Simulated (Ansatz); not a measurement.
SiSe₂ (Ibam, No. 72), treated with G0W0@HSE06 (hard PAW, contour deformation; Ansatz, a program for electronic structure).

The same calculation (at the measured cell, 28.277 Å³/atom) with different numerical settings; throughout: k mesh 2×2×2:

| run | response cutoff (eV) | empty bands | quasiparticle gap on the mesh (eV) | quasiparticle gap at Γ (eV) | rough time |
|---|---|---|---|---|---|
| 1 | 70 | 415 | 3.638 | 4.792 | 8 core-min |
| 2 | 105 | 762 | 3.719 | 4.928 | 20 core-min |
| 3 | 140 | 1172 | 3.764 | 5.004 | 30 core-min |
| 4 | 175 | 1639 | 3.790 | 5.044 | 60 core-min |
| 5 | 210 | 2154 | 3.805 | 5.068 | 100 core-min |

In the column quasiparticle gap at Γ (eV) the first row differs from the last by -0.276 and the next to last by -0.024.

The last row is no converged limit: other settings stay fixed.

Spin–orbit coupling is not included.

Note: GW on a hybrid start was not checked against another program.
